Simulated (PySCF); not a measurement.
Numbering as in the mapped SMILES `[CH2:1]=[CH:2][CH:3]=[C:4]([F:5])[F:6]`. Hydrogens are named by the atom that carries them. Ha(C1) is cis to C3; Hb(C1) is trans to C3.

Geometry: PBE0-D3(BJ)/def2-SVP; GIAO absolute shieldings from PySCF 2.14, gas phase, non-relativistic, averaged over equivalent atoms.

At PBE0/aug-cc-pVDZ (174 basis functions, 14 s wall time on 1 thread of an Arm Neoverse V2, shared host):
| atoms | σ (ppm) |
| --- | --- |
| C4 | 38.7 |
| C2 | 66.3 |
| C1 | 81.0 |
| C3 | 111.7 |
| F5 | 276.6 |
| F6 | 279.5 |
| H(C2) | 24.63 |
| Ha(C1) | 26.00 |
| Hb(C1) | 26.11 |
| H(C3) | 26.30 |

What do these become at mPW1PW91/pcSseg-2?

Results:


```
 atoms  σ at mPW1PW91/pcSseg-2  change
    C4                    13.0   -25.7
    C2                    44.5   -21.8
    C1                    59.2   -21.8
    C3                    93.1   -18.6
    F5                   260.0   -16.6
    F6                   263.6   -15.9
 H(C2)                   24.60   -0.03
Ha(C1)                   25.98   -0.02
Hb(C1)                   26.07   -0.04
 H(C3)                   26.21   -0.09
```

The largest change is at C4 (fully substituted alkene carbon). Cost: 272 basis functions, 23 s wall time on 1 thread of an Arm Neoverse V2, shared host. The order of the carbon signals is the same at both levels.
